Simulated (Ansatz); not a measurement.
Mulliken charges of C$_{3}$H$_{5}$, SMILES `C=[C]C` radical from B3LYP/def2-TZVPP in Ansatz (PBE0-D4/def2-TZVP geometry).

| atom | x (Å) | y (Å) | z (Å) | charge (e) |
| --- | --- | --- | --- | --- |
| C1 | -0.945 | 0.680 | -0.871 | -0.250 |
| C2 | -0.232 | -0.312 | -0.412 | -0.062 |
| C3 | 0.747 | -0.607 | 0.629 | -0.178 |
| H4 | -1.621 | 0.568 | -1.714 | 0.114 |
| H5 | -0.891 | 1.675 | -0.421 | 0.090 |
| H6 | 0.964 | 0.287 | 1.231 | 0.086 |
| H7 | 1.688 | -0.961 | 0.199 | 0.100 |
| H8 | 0.382 | -1.387 | 1.304 | 0.100 |

Problem. By hand: the dipole of these point charges (1 e Å = 4.8032 D).

Solution. Σ q r = (0.143, -0.037, 0.154) e Å, of length 0.213 e Å = 1.02 D.

Problem. How does the dipole of the full density compare? (Estimate.)

Solution. The calculation gave: (0.116, 0.038, 0.151) e Å, 0.93 D; the point charges give 1.10 times that, at 22° from its direction.

Point charges leave out the atoms' own dipoles, such as those of lone pairs, and Mulliken's split depends on the basis, so the two needn't agree.

B3LYP here is the variant with VWN-RPA as its local correlation; programs differ in this.
